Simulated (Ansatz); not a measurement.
Cartesian coordinates in Å:
```
C 1.027 -0.563 1.682
N 0.476 -0.066 0.446
C -0.690 -0.345 0.111
F -1.541 -1.099 0.808
O -1.305 0.046 -0.989
C -0.530 0.867 -1.855
H 1.924 -1.149 1.463
H 0.339 -1.182 2.263
H 1.342 0.282 2.299
H -1.178 1.095 -2.699
H 0.362 0.334 -2.186
H -0.226 1.780 -1.343
```

Total charge 0; spin multiplicity 1.

Problem. List the CAM-B3LYP/def2-TZVPP orbital energies in eV (Ansatz 0.2.0). (An estimate is asked.)

Solution. The calculation gave: Occupied: -674.41, -523.98, -391.23, -283.39, -280.40, -279.43, -36.49, -32.19, -27.46, -22.53, -21.30, -18.53, -17.25, -16.27, -15.96, -14.47, -14.29, -13.80, -13.54, -12.98, -11.91, -11.46, -9.43, -9.08. Lowest empty: 2.18, 2.36, 2.69, 3.15, 3.89, 4.21, 4.28, 4.68.
